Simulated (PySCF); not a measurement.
**HC–CH, singlet: the ladder up to RCCSDT(Q)**

Geometry: a point of a bend scan, not a stationary point.

```
atom    x (Å)   y (Å)    z (Å)
   C  -0.5044  0.0000   0.4020
   C   0.3823  0.0000  -0.4020
   H   0.2843  0.0000   1.1172
   H   1.1710  0.0000  -1.1172
```

Basis 6-31G; PySCF 2.14.0. Only valence electrons are correlated (noble-gas cores frozen), which leaves 10 electrons in 20 orbitals. R marks a restricted (for open shells ROHF) determinant.

Full CI isn't at hand for all of this; RCCSDT(Q) serves as the reference, and is uncertain by the last step of the cluster series or more.

The T1 diagnostic (ROHF- or RHF-based CCSD) is 0.0360 and the largest doubles amplitude (ROHF- or RHF-based CCSD) is 0.106.

```tsv
level	E − E(RCCSDT(Q)) (kcal/mol)	share of correlation (%)	wall time
RHF	128.86	0.00	–
RMP2	17.18	86.67	–
RCCSD	5.58	95.67	–
RCCSD(T)	0.80	99.38	0.18 s
RCCSDT	0.58	99.55	–
```

The correlation energy at RCCSDT(Q), counted from RHF, is -5.588 eV. That run took 4.5 s on 1 thread of Arm Neoverse V2, shared host.

Times are those of the correlated step on a shared host, with one SCF added for the restricted CCSD run; they ran on 1 thread of Arm Neoverse V2.
